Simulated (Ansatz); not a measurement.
System: chalcopyrite CuGaSe2. Method: r²SCAN (PAW; Ansatz, a program for electronic structure).

Settings: plane-wave cutoff 500 eV, 10×10×10 k mesh, Fermi–Dirac smearing 0.05 eV, no spin polarisation, scalar-relativistic PAW data made under PBE.

Cell (relaxed at this level):

```
CuGaSe2
1.0
   -2.80327     2.80327     5.55090
    2.80327    -2.80327     5.55090
    2.80327     2.80327    -5.55090
Ga Cu Se
2 2 4
Direct
  0.25000   0.75000   0.50000
  0.50000   0.50000   0.00000
  0.75000   0.25000   0.50000
  0.00000   0.00000   0.00000
  0.12125   0.12500   0.49625
  0.87500   0.37125   0.99625
  0.62875   0.62500   0.50375
  0.37500   0.87875   0.00375
```

**Question.** Predict the band gap.

**Answer.** 
- band gap = 0.57 eV (on the SCF k mesh)

Measured, for comparison: band gap 1.67 eV (temperature not stated, not corrected to a static lattice, direct or pseudo-direct at Γ; as tabulated in Ghosh et al. (2024), arXiv:2401.16805).

Spin–orbit coupling is not included.

Computed values are for the static lattice.

The result took about 9 core-minutes (a rough figure).
